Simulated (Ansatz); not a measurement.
# LiMgH (singlet): from Hartree-Fock to the top rungs at angle Li1–Mg2–H3 = 84.1°, cc-pVTZ

Aim: climb from Hartree-Fock through coupled cluster for LiMgH (singlet) at one geometry and basis, and see what each rung misses.

Computed with Ansatz 0.2.0, Gaussian basis. Level: cc-pVTZ, core rule «outside noble gas», up to 6 orbitals frozen.

Plan: UHF; CCSD(T) on RHF; CCSD(T) on UHF; BCCD(T) on RHF; CCSDT(Q) on RHF; CCSDT(Q) on UHF; Full CI.

24 further runs of the same task are left out: 14 for a known fault of the program, 6 that didn't finish, 4 set aside as unsound or not needed.

## (1) What is computed

The geometry derives from a PBE0/def2-TZVP stationary point (not a proven minimum). One angle is set to the value named; bond lengths are kept.

3 atoms, charge 0, spin multiplicity 1.

Atoms are counted from 1 here; the program's logs count them from 0.

Bond lengths: Mg2–H3 1.746 Å.

## (2) UHF

The input, in.yaml:

```yaml
crystal:
  periodic: [false, false, false]
  atoms:
    - {symbol: Li, position_ang: [1.585326, 0.000000, 1.503044]}
    - {symbol: Mg, position_ang: [-0.486343, 0.000000, -0.365572]}
    - {symbol: H, position_ang: [0.810390, 0.000000, -1.535207]}
basis:
  gaussian: {orbitals: cc-pVTZ}
magnetization: {spin_polarized: true, initial_magnetization: 0}
hamiltonian: {xc: hf}
output: {orbitals: {seedname: orbitals}}
```

Command:

```console
ansatz run in.yaml --threads 1 --pin off --events-out ev --progress --plain --max-ram 2393MiB
```

The runs that follow: CCSD(T) on RHF; CCSD(T) on UHF; BCCD(T) on RHF; CCSDT(Q) on RHF; CCSDT(Q) on UHF; Full CI.

**Question.** What will the summary of the whole plan be? Wanted: FCI below the RHF energy; RMP2 from FCI; UMP2 from FCI; RCCSD from FCI; RCCSD(T) from FCI; UCCSD(T) from FCI; RCCSDT(Q) from FCI; UCCSDT(Q) from FCI; T1 diagnostic.

As calculated:

| quantity | value |
| --- | --- |
| FCI below the RHF energy | -2.0991 eV |
| RMP2 from FCI | +564.5 meV |
| UMP2 from FCI | +689.8 meV |
| RCCSD from FCI | +53.1 meV |
| RCCSD(T) from FCI | +13.5 meV |
| UCCSD(T) from FCI | +20.5 meV |
| RCCSDT(Q) from FCI | +0.4 meV |
| UCCSDT(Q) from FCI | +1.8 meV |
| levels within 1 kcal/mol (43 meV) | RCCSD(T), UCCSD(T), BCCD(T), RCCSDT, UCCSDT, RCCSDT(Q), UCCSDT(Q) |
| T1 diagnostic | 0.022 |
| effectively unpaired electrons | 0.18 |

What this shows: RCCSD(T) lands +13.5 meV from the yardstick (0.6 % of the correlation energy). One determinant dominates. These misses are within one basis, not against nature.
